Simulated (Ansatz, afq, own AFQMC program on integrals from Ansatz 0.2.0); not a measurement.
Atomization energy of SiH$_{4}$, triplet

```csv
atom,x (Å),y (Å),z (Å)
Si,0.0000,0.0000,0.0000
H,-0.0115,1.0851,1.0776
H,-0.0165,-1.0776,1.0850
H,0.0165,1.0776,-1.0850
H,0.0115,-1.0851,-1.0776
```

Atoms in their ground-state spins without spin–orbit coupling (mostly on UHF) minus the molecule (UHF), without zero-point energy. The geometry is a stationary point, not shown to be a minimum.

Basis cc-pVDZ. Only valence electrons are correlated. Integrals, coupled cluster, full CI and functionals: Ansatz 0.2.0; the random walks run on the same integrals in our own AFQMC program. The CISD trial takes its coefficients from CCSD amplitudes. Released means that phaseless walkers are propagated on without the constraint, phases kept. Free projection: walkers drawn from exp(T), propagated without any constraint. Its projection time is finite, and what remains of the start isn't in its error. Uncertainties: one standard error, sampling alone. The errors of all members are added in quadrature.

No full CI on the walks' own integrals is used here; CCSDT(Q) serves as the reference and is uncertain by about the last step of the cluster series. Each member takes its own surest rung, up to full CI.

The best estimate is CCSD(T) at the basis-set limit (CBS: def2-TZVPP and def2-QZVPP, with their diffuse functions for anions and beside diffuse sets, CCSD(T) itself extrapolated) plus the step from CCSD(T) to CCSDT(Q) in cc-pVDZ. Rows without CBS are in cc-pVDZ, the functionals in def2-TZVP; B2PLYP and the wave-function rows carry a basis error of their own. Core correlation and relativity beyond core potentials are missing, and ± holds the sampling alone.

Cautions: SiH₄ (triplet): lower spins were not checked.

```tsv
level	atomization energy (kcal/mol)
PBE0	210.8
B3LYP	215.6
CCSD	185.3
```

From these cheaper values, estimate the atomization energy at the level of the best estimate.

211.6 kcal/mol (best estimate, highest rung CCSDT(Q)).

```
         level  atomization energy (kcal/mol)  error against the best estimate (kcal/mol)
            HF                          129.3                                       -82.3
           MP2                          176.9                                       -34.7
       CCSD(T)                          187.2                                       -24.4
         CCSDT                          187.6                                       -23.9
      CCSDT(Q)                          187.7                                       -23.9
 ph-AFQMC/CISD                    187.7 ± 0.2                                 -23.9 ± 0.2
released AFQMC                    187.9 ± 0.2                                 -23.6 ± 0.2
    free AFQMC                    187.8 ± 0.2                                 -23.8 ± 0.2
        HF/CBS                          135.6                                       -75.9
       MP2/CBS                          200.6                                       -11.0
   CCSD(T)/CBS                          211.1                                        -0.5
           PBE                          215.4                                         3.8
        r2SCAN                          222.2                                        10.7
       wB97M-V                          210.9                                        -0.6
        B2PLYP                          206.5                                        -5.0
```

Correlation beyond CCSD(T) adds 0.5 kcal/mol. Going to the basis-set limit adds 23.9 kcal/mol at CCSD(T). The perturbative (T) step is worth +2.0 kcal/mol. The functionals spread over 15.7 kcal/mol; wB97M-V and PBE0 come nearest and r2SCAN is 10.7 kcal/mol too high.

Best estimates are given only where the step beyond CCSD(T) is under 0.3 eV and no member's determinant is very poor (T1 over 0.05, or 0.07 for open shells, ⟨S²⟩ too high by 0.3, two states mixed), so the hardest cases are missing from such tables.

The functionals ran in a triple-zeta set and keep a basis error of their own, a few kJ/mol for each bond in atomization energies and more for double hybrids, so close places among them and the extrapolated levels can swap.

CCSDT and higher add their correlation energy to the determinant of the CCSD(T) run, since their own runs factorise the integrals more tightly (a shift of under 2 meV). Free projections are given only where their last times agree within the noise and don't stop above the reference; a slow remainder of the start can still hide under it. Each member of a difference takes its own highest rung, so a best estimate needn't equal the limit plus the step of one row. A walk keeps the symmetry of its determinant, which the program's search chose and which needn't be the lowest solution, so a lower state of the same spin and another symmetry isn't excluded. Released energies are given only where the last usable release times agree within the noise; a slower fall can still hide under it.
